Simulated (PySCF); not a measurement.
# How the method moves the HOMO and LUMO of `[C-]#[N+]C(F)(F)F`

Compound: C2F3N.
Structure used (PBE0-D3(BJ)/def2-SVP), in Å, numbered top down from 1:
```
atom  x, y, z in Å
C1     1.9975   -0.5875   -0.5056
N2     0.9005   -0.2625   -0.2290
C3    -0.4085    0.1204    0.1033
F4    -1.2780   -0.6708   -0.5000
F5    -0.5853    0.0341    1.4094
F6    -0.6262    1.3663   -0.2781
```

Basis pcSseg-2 throughout (PySCF), one geometry. Isolated species at its PBE0-D3(BJ)/def2-SVP geometry, gas phase.

**Question.** How do the orbital energies, the gap and the dipole change with the method?

**Answer.** 
```csv
method,kind,HOMO (eV),LUMO (eV),gap (eV),μ (D),SCF cycles
BLYP,GGA,-8.23,-1.94,6.29,1.21,14
OPBE,GGA,-8.26,-1.89,6.37,1.29,15
PBE,GGA,-8.29,-2.04,6.25,1.27,14
B97-D,GGA,-8.36,-1.94,6.42,1.19,14
LDA,LDA,-8.36,-2.34,6.02,1.26,14
BP86,GGA,-8.41,-2.11,6.30,1.26,13
KT2,GGA,-8.57,-1.95,6.62,1.08,15
KT3,GGA,-8.59,-1.95,6.64,1.09,15
B97-2,global hybrid,-9.74,-0.97,8.77,1.04,14
B3LYP,global hybrid,-9.77,-1.21,8.57,1.04,14
PBE0,global hybrid,-10.02,-0.91,9.11,1.05,14
mPW1PW91,global hybrid,-10.06,-0.92,9.14,1.04,14
CAM-B3LYP,range-separated hybrid,-11.62,0.26,11.88,0.97,13
BHandHLYP,global hybrid,-11.71,0.27,11.98,0.80,13
wB97X-D,range-separated hybrid,-12.06,0.99,13.04,1.05,14
LC-wPBE,range-separated hybrid,-13.07,1.54,14.61,1.03,14
HF,Hartree–Fock,-14.35,3.14,17.48,0.56,10
```

The HOMO spans 6.12 eV, from BLYP down to HF, and the gap runs from 6.02 eV (LDA) to 17.48 eV (HF). Over the methods BLYP (0 %), OPBE (0 %), PBE (0 %), B97-D (0 %), LDA (0 %), BP86 (0 %), KT2 (0 %), KT3 (0 %), B97-2 (21 %), B3LYP (20 %), PBE0 (25 %), mPW1PW91 (25 %), BHandHLYP (50 %), HF (100 %), a straight line through the gap against the share of exact exchange rises by 1.11 eV for each 10 % (correlation coefficient 0.999). The dipole ranges from 0.56 D (HF) to 1.29 D (OPBE). This basis has no diffuse functions.

The vertical ΔSCF ionisation energy at B3LYP/def2-SVPD is 12.72 eV; −ε(HOMO) comes closest to it with LC-wPBE (13.07 eV).
